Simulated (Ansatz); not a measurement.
The pair A = NH3 (SMILES N) (first 4 atoms), B = CH4 (SMILES C); geometry from A24 set.
(charge 0, multiplicity 1):
```
atom    x (Å)    y (Å)    z (Å)
----  -------  -------  -------
N      0.0000   0.0000   1.8483
H      0.9373   0.0000   2.2321
H     -0.4687  -0.8117   2.2321
H     -0.4687   0.8117   2.2321
H      0.0000   0.0000  -0.9450
C      0.0000   0.0000  -2.0336
H      0.5125   0.8877  -2.4010
H      0.5125  -0.8877  -2.4010
H     -1.0250   0.0000  -2.4010
```

Correlated levels freeze the cores.

The values were computed with Ansatz (Gaussian basis) for Hartree–Fock, density functionals and correlated methods. Each number belongs to the level named beside it.

Total energies (hartree), monomers frozen at their geometry in the pair:

| structure | HF/aug-cc-pVDZ | MP2/aug-cc-pVDZ | CCSD(T)/aug-cc-pVTZ |
|---|---|---|---|
| AB | -96.4053196 | -96.7740783 | -96.9228366 |
| A in the pair's basis | -56.2056445 | -56.4053973 | -56.4806850 |
| B in the pair's basis | -40.1997061 | -40.3677692 | -40.4410028 |
| A | -56.2053607 | -56.4047635 | -56.4805534 |
| B | -40.1996247 | -40.3674918 | -40.4409211 |

### Question
Work out the interaction energy without and with the counterpoise correction, and the superposition error, for each level.

### Answer

E(AB) − E(A) − E(B), times 627.509 kcal/mol, with the monomers in their own basis and then in the pair's basis:
- HF/aug-cc-pVDZ: -0.21 uncorrected, 0.02 corrected; the monomers gain 0.23 kcal/mol from borrowed functions
- MP2/aug-cc-pVDZ: -1.14 uncorrected, -0.57 corrected; the monomers gain 0.57 kcal/mol from borrowed functions
- CCSD(T)/aug-cc-pVTZ: -0.85 uncorrected, -0.72 corrected; the monomers gain 0.13 kcal/mol from borrowed functions

Ansatz is an electronic-structure program.
